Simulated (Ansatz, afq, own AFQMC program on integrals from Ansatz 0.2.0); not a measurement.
AFQMC on a folder of integrals that Ansatz 0.2.0 wrote.

```yaml
crystal:
  periodic: [false, false, false]
  atoms:
    - {symbol: Ti, position_ang: [0.000000, 0.000000, 0.000000]}
    - {symbol: F, position_ang: [0.000000, 0.000000, -1.824800]}
    - {symbol: F, position_ang: [0.000000, 0.000000, 1.824800]}
basis:
  gaussian: {orbitals: def2-TZVP}
magnetization: {spin_polarized: false}
correlation: {method: ccsd_t, electrons: outside_noble_gas, hamiltonian_folder: ham}
```

```sh
$ ansatz run in.yaml --threads 1 --pin off --events-out ev --progress --plain --max-ram 16896MiB --backend cuda --devices 0, --max-vram 18GiB
```

afq runs on the folder ham with

```
--method phaseless --trial hf --walkers 4000 --populations 20 --least-time 40 --time-step 0.005 --steps-per-block 20 --equilibration-blocks 160 --max-blocks 4000 --target-error 0.0013 --factor-cut 1e-05 --seed 3429 --taylor-order 6
```

Times are imaginary, in 1/Eh. The walk had a cap of 147 s. With eight or more populations the least sampling time is a fifth of least-time, and the error comes from their spread.

```
orbitals 96  electrons 9 9  factors 726 of 820
reference energy -1047.48412914 Eh
CCSD correlation -0.58524680 Eh in 26 cycles, weight of the determinant in the CISD state 0.8403
energy of the start -1047.484129 Eh
 block  time / (1/Eh)  mean weight  energy / Eh
     1     0.100  1.0051  -1047.753198
     2     0.200  1.0059  -1047.879611
     3     0.300  1.0056  -1047.943226
     4     0.400  1.0059  -1047.987607
     5     0.500  1.0039  -1048.014356
     8     0.800  1.0021  -1048.053131
    19     1.900  0.9988  -1048.065381
    46     4.600  0.9993  -1048.079049
    55     5.500  1.0007  -1048.077202
    73     7.300  1.0009  -1048.096090
   100    10.000  0.9996  -1048.086477
   127    12.700  0.9995  -1048.101359
   154    15.400  1.0001  -1048.102780
   181    18.100  0.9992  -1048.106896
   190    19.000  1.0005  -1048.121693
   208    20.800  0.9997  -1048.096682
   235    23.500  1.0005  -1048.094714
   262    26.200  0.9995  -1048.111299
   289    28.900  1.0003  -1048.095527
   316    31.600  0.9995  -1048.093657
   343    34.300  1.0009  -1048.105976
   352    35.200  1.0000  -1048.112915
error from the spread of 20 populations
energy -1048.103011 +/- 0.001250 Eh
(rows thinned)
```

Estimate how long the walk took on 1 × NVIDIA H100 80GB HBM3 with 2 threads of AMD EPYC 7R13 Processor (Zen 3) (shared host) (the card was shared).

2.1 min of wall time.

The run passed its tests (sampling time, drift between the halves within three errors, error under three times the target), which doesn't prove that it has relaxed.

Against this walk (error 34.0 meV) on the same determinant: CCSD(T) 408.9 meV higher, CCSDT(Q) 316.5 meV higher, a separate phaseless walk with a CISD trial and standard settings 304.8 ± 35.1 meV higher. The error is statistical and leaves out the bias of the constraint. None of these is a sure reference here.

Cautions: constraint bias not in the error; no relativity below Rb; outer-core shells of the metal frozen; another spin lies lower; restricted determinant unstable towards unrestricted (UHF 769 meV lower, ⟨S²⟩ 1.00); CCSDT(Q) on the UHF determinant differs (893 meV lower), perhaps since the unrestricted series falls towards higher spin.

CCSDT and higher add their correlation energy to the determinant of the CCSD(T) run, since their own runs factorise the integrals more tightly (a shift of under 2 meV). A walk keeps the symmetry of its determinant, which the program's search chose and which needn't be the lowest solution, so a lower state of the same spin and another symmetry isn't excluded.
